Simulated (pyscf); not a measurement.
Thermochemistry of product channels of HO–W(F)(F)(F)(F)–F on the singlet surface, in kcal/mol, from ωB97M-D3(BJ)/def2-TZVP energies (ideal gas, 1 atm, RRHO with modes under 100 cm⁻¹ raised to 100, one conformer, R ln 2 for rigid chiral ones). PySCF, gas phase, ωB97X-D3(BJ)/def2-SVP geometries.

| products | ΔE | ΔH(298 K) | ΔG(600 K) | ΔG(1200 K) |
|---|---|---|---|---|
| O=W(F)(F)(F)–F + HF | +10.6 | +9.5 | -9.5 | -27.3 |
| HO–W(F)(F)–F [singlet] + F–F | +182.6 | +181.5 | +157.4 | +134.8 |

These are energies of the channels, which say nothing of barriers. Elements past Kr carry the def2 core potentials, without spin-orbit coupling.
